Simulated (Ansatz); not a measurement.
# C2HF (fluoroacetylene): levels of theory compared

Wanted: a comparison of 6 runs (CAM-B3LYP/STO-3G, PBE/STO-3G, SVWN5/STO-3G, r2SCAN/STO-3G, revPBE/STO-3G, CCSDT(Q)/STO-3G) of C2HF (fluoroacetylene). 

The calculation is run with Ansatz 0.2.0.

49 further runs of the same task are left out: 5 that didn't finish, 44 set aside as unsound or not needed.

**1. The system as given**

C2HF: 4 atoms, total charge 0, spin state singlet. As SMILES, `C#CF`. The H4–C1 distance was set to 1.329 Å, away from the relaxed value.

Bond lengths: C1–C2 1.192 Å, C2–F3 1.270 Å. Angles: C1–C2–F3 180.0°. A long bond or contact: C1–H4 1.329 Å.

**2. The energy at CAM-B3LYP/STO-3G (run 1)**

input.yaml

```yaml
crystal:
  periodic: [false, false, false]
  atoms:
    - {symbol: C, position_ang: [-0.213057, 0.267174, -0.171284]}
    - {symbol: C, position_ang: [0.451243, -0.566776, 0.362746]}
    - {symbol: F, position_ang: [1.158573, -1.454946, 0.931236]}
    - {symbol: H, position_ang: [-0.952830, 1.196740, -0.765890]}
basis:
  gaussian:
    orbitals: STO-3G
hamiltonian:
  xc: {name: CAM-B3LYP}
accuracy: high
```

Command:

```
$ ansatz run input.yaml --threads 1 --pin off --max-ram 3480MiB --events-out events.jsonl --progress --plain --runs-dir runs
```

Output:

```text
Warning: RAYON_NUM_THREADS=1 ignored (pool sized by the plan → 1); use --threads N
Functional definition: CAM-B3LYP
  name "CAM-B3LYP"
  parameter alpha = 0.19
  parameter beta = 0.46
  parameter omega = 0.33/bohr
  parameter ac = 0.81
  exchange = (1 - alpha - beta)*b88_x + beta*b88_x_sr(omega) + alpha*exact_x + beta*exact_x_lr(omega)
  correlation = (1 - ac)*vwn5_c + ac*lyp_c
270 factors; integrals over basis functions are off by at most 4.6e-8 eV
132 factors; integrals over basis functions are off by at most 8.0e-10 eV
mean field evaluation 1: about -4734.1643 eV, gradient 2.0e1 eV
mean field evaluation 2: about -4732.8532 eV, gradient 3.1e1 eV
mean field evaluation 4: about -4735.2811 eV, gradient 4.2e-1 eV
mean field evaluation 8: about -4735.2026 eV, gradient 6.3e-3 eV
mean field evaluation 16: about -4735.2026 eV, gradient 2.4e-8 eV
mean field -4735.20257120 eV, -174.0154848562 hartree, gradient 2.4e-8 eV, S^2 0.000000; 0 other end points of the search recorded, 0 dependent functions left out
reference -4735.20258155 eV, -174.0154852364 hartree; 11, 11 occupied and 5, 5 virtual orbitals, 270 factors
Total energy: -4735.20258155 eV, -174.0154852364 hartree
```

It took 0.97 s on 1 thread of Intel Xeon Platinum 8259CL at 2.50GHz (Skylake/Cascade Lake), shared host.

**3. A single-point energy at PBE/STO-3G (run 2)**

input.yaml: that of step 2 with these lines changed.

```diff
@@ -8,6 +8,4 @@
 basis:
-  gaussian:
-    orbitals: STO-3G
-hamiltonian:
-  xc: {name: CAM-B3LYP}
+  gaussian: {orbitals: STO-3G}
 accuracy: high
+hamiltonian: {xc: pbe}
```

Command:

```
$ ansatz run input.yaml --threads 1 --pin off --max-ram 3480MiB --events-out events.jsonl --progress --plain --runs-dir runs
```

Output:

```text
Warning: RAYON_NUM_THREADS=1 ignored (pool sized by the plan → 1); use --threads N
Functional definition: PBE
  name "PBE"
  parameter kappa = 0.804
  parameter beta = 0.06672455060314922
  exchange = pbe_x(kappa = kappa, mu = beta*pi^2/3)
  correlation = pbe_c(beta = beta)
270 factors; integrals over basis functions are off by at most 4.6e-8 eV
mean field evaluation 1: about -4730.3083 eV, gradient 3.0e1 eV
mean field evaluation 2: about -4716.3376 eV, gradient 7.1e1 eV
mean field evaluation 4: about -4732.5920 eV, gradient 3.9e0 eV
mean field evaluation 8: about -4732.5300 eV, gradient 1.4e-1 eV
mean field evaluation 16: about -4732.5301 eV, gradient 1.1e-7 eV
mean field -4732.53005879 eV, -173.9172718365 hartree, gradient 1.3e-8 eV, S^2 0.000000; 0 other end points of the search recorded, 0 dependent functions left out
reference -4732.53006013 eV, -173.9172718856 hartree; 11, 11 occupied and 5, 5 virtual orbitals, 270 factors
Total energy: -4732.53006013 eV, -173.9172718856 hartree
```

It took 0.97 s on 1 thread of Intel Xeon Platinum 8259CL at 2.50GHz (Skylake/Cascade Lake), shared host.

Runs 3 to 5 aren't shown in full; the table further down has their settings and results.

**4. The energy at CCSDT(Q)/STO-3G (run 6)**

job.yaml

```yaml
basis:
  gaussian: {orbitals: STO-3G}
crystal:
  periodic: [false, false, false]
  atoms:
    - {symbol: C, position_ang: [-0.213057, 0.267174, -0.171284]}
    - {symbol: C, position_ang: [0.451243, -0.566776, 0.362746]}
    - {symbol: F, position_ang: [1.158573, -1.454946, 0.931236]}
    - {symbol: H, position_ang: [-0.952830, 1.196740, -0.765890]}
correlation: {method: ccsdt_q, frozen_orbitals: {C: 1, F: 1, H: 0}}
accuracy: high
scf: {omitted_lower_state_checks: [cluster_reference, increment]}
```

Command:

```
$ ansatz run job.yaml --threads 1 --pin off --max-ram 3480MiB --events-out events.jsonl --progress --plain --runs-dir runs
```

Output:

```text
Warning: RAYON_NUM_THREADS=1 ignored (pool sized by the plan → 1); use --threads N
[... 11 lines left out ...]
3 core orbitals not correlated: weight in the atoms' cores, before any rotation towards them, 1.000 or more for the frozen orbitals, at most 0.000 for the correlated occupied ones
[... 28 lines left out ...]
Total energy: -4719.97251636 eV, -173.4557906638 hartree
Checks for a lower state left out: cluster_reference, increment
```

Run time: 0.71 s. Hardware: 1 thread of Intel Xeon Platinum 8259CL at 2.50GHz (Skylake/Cascade Lake), shared host.

**5. Overview of the runs**

```
run             level  frozen core orbitals  energy (Eh)  wall time
  1  CAM-B3LYP/STO-3G                     –  -174.015485     0.97 s
  2        PBE/STO-3G                     –  -173.917272     0.97 s
  3      SVWN5/STO-3G                     –  -172.746751     0.52 s
  4     r2SCAN/STO-3G                     –  -174.040598      1.7 s
  5     revPBE/STO-3G                     –  -174.073295     0.76 s
  6   CCSDT(Q)/STO-3G                     3  -173.455791     0.71 s
```

**6. Summary of results**

```
                                          quantity          value
                               run 6: total energy  -173.45579 Eh
run 6: correlation energy (3 core orbitals frozen)     -198.2 mEh
                              run 6: T1 diagnostic          0.009
```

**Reading.** Totals of different functionals can't be ranked against each other. In runs 1, 2, 3, 4, 5, 6 the basis is minimal, so the values are rough. All runs together took 5.6 s, the longest 1.7 s.
